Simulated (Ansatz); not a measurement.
## Four-centre ligand exchange

Start structure (BSiNH$_{8}$, closed shell), relaxed at PBE0-D4/def2-TZVP:

```json
{"atom": "B1", "x (Å)": "-1.6517", "y (Å)": "-0.2907", "z (Å)": "-0.8714"}
{"atom": "N2", "x (Å)": "-1.4347", "y (Å)": "1.0619", "z (Å)": "-0.6760"}
{"atom": "H3", "x (Å)": "-2.4811", "y (Å)": "-0.6426", "z (Å)": "-1.6591"}
{"atom": "H4", "x (Å)": "-1.0029", "y (Å)": "-1.0802", "z (Å)": "-0.2455"}
{"atom": "H5", "x (Å)": "1.9631", "y (Å)": "-0.3756", "z (Å)": "-0.5522"}
{"atom": "Si6", "x (Å)": "1.8526", "y (Å)": "-0.4563", "z (Å)": "0.9249"}
{"atom": "H7", "x (Å)": "-0.7528", "y (Å)": "1.4203", "z (Å)": "-0.0281"}
{"atom": "H8", "x (Å)": "-1.9435", "y (Å)": "1.7782", "z (Å)": "-1.1657"}
{"atom": "H9", "x (Å)": "3.1797", "y (Å)": "-0.1903", "z (Å)": "1.5372"}
{"atom": "H10", "x (Å)": "0.8951", "y (Å)": "0.5755", "z (Å)": "1.4048"}
{"atom": "H11", "x (Å)": "1.3762", "y (Å)": "-1.8003", "z (Å)": "1.3311"}
```

The step: BNH₄ ([BH2][NH2]) + SiH₄ → BSiH₅ ([BH2][SiH3]) + NH₃ (still joined by a long B–N bond); bonds formed: B1–Si6, N2–H5; bonds broken: H5–Si6; bonds weakened to dative contacts: B1–N2. Program: Ansatz 0.2.0. Basis: def2-TZVPP and def2-QZVPP. Cores are frozen in the correlated methods. Extrapolation: Hartree–Fock as exp(−7.88 √X), correlation as X^−2.97. Energies below are by CCSD(T) at an estimated basis limit (MP2 extrapolated from triple and quadruple zeta, plus CCSD(T) − MP2 in triple zeta).

Problem. What are the electronic barrier and the energy of the step, from the start structure to the end structure? (To be estimated.)

Solution. By the calculation: Barrier 49.40 kcal/mol; step energy 7.30 kcal/mol (uphill); reverse barrier, their difference, 42.10 kcal/mol. Barrier and step energy count from the start structure, the reverse barrier from the end structure.

The saddle point: One imaginary mode of 1417i cm⁻¹.
| pair | start (Å) | saddle (Å) | end (Å) |
| --- | --- | --- | --- |
| B1–Si6 | 3.94 | 2.20 | 2.02 |
| N2–H5 | 3.69 | 1.36 | 1.02 |
| B1–N2 | 1.38 | 1.57 | 1.63 |
| H5–Si6 | 1.48 | 1.85 | 3.14 |

Zero-point energy (harmonic, PBE0-D4): ZPE is 50.41 kcal/mol at the start and 49.77 kcal/mol at the saddle, so the barrier goes from 49.40 to 48.77 kcal/mol.

T1 diagnostic: at most 0.013.

Labels in which every atom is bracketed show which atoms are joined, not bond orders.

For scale, one of the runs: CCSD(T)/def2-TZVPP, 216 basis functions, launched by `ansatz run in.yaml --threads 2 --pin off --events-out ev --progress --plain --max-ram 4352MiB`. The run took 87 s on 2 CPU threads of an Arm Neoverse V1 (shared host), with 3.1 GiB of host memory at its peak.
